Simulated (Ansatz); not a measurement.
**What a trial cell of LiH3 relaxes into**

Method: DFT PBE, scalar-relativistic, plane waves, PAW (Ansatz 0.2.0). Cutoff 420 eV, Γ-centred k mesh, Gaussian smearing, no spin polarisation in the final step.

The start is a random cell of LiH3 with space group P31c (No. 159), drawn with lower limits on the distances.

```
Li H
1.0
     4.66183    0.00000    0.00000
    -2.33092    4.03726    0.00000
     0.00000    0.00000    3.74898
Li H
2 6
Direct
  0.33333 0.66667 0.16667
  0.66667 0.33333 0.66667
  0.33333 0.40807 0.42527
  0.07473 0.66667 0.42527
  0.59193 0.92527 0.42527
  0.66667 0.07473 0.92527
  0.40807 0.33333 0.92527
  0.92527 0.59193 0.92527
```

Cell and atoms relax at zero pressure; the relaxation can't lower the symmetry of the start. After a coarse first stage the cell is made exact in the group found at 0.06 Å.

Formation energies are uncorrected and refer to the elements' standard structures at the same level (H₂ as a molecule).

Q: Which crystal results?

A: It ends in P6_3/mmc (No. 194). Conventional cell: a = 5.722 Å, c = 2.631 Å. Around Li lie 3 H at 1.76 Å and 6 H at 2.03 Å; H is coordinated by 2 H at 1.33 Å.

Space group P6_3/mmc (No. 194). a = 5.722 Å, b = 5.722 Å, c = 2.631 Å, α = 90.00°, β = 90.00°, γ = 120.00°
```csv
atom,site,symmetry,x,y,z
Li,2d,-6m2,0.3333,0.6667,0.7500
H,6h,mm2,0.4896,0.5104,0.2500
```

Q: What are its volume, energy, density and gap?

A: The volume per atom is 9.32 Å³, the density is 0.44 g/cm³ and the energy over the elements is 0.26 eV/atom. The gap on the 12×12×14 mesh is 0 eV (a metal).

The final run used a 12×12×14 mesh on its 8-atom cell and 0.10 eV smearing. The k mesh leaves about 4 meV/atom of noise in metals. Symmetry constrained the relaxation, so the result can be a saddle point.

Cost: 4 runs of about 0.93 core-minutes in all, on Intel Xeon 6975P-C (Granite Rapids) (shared hosts).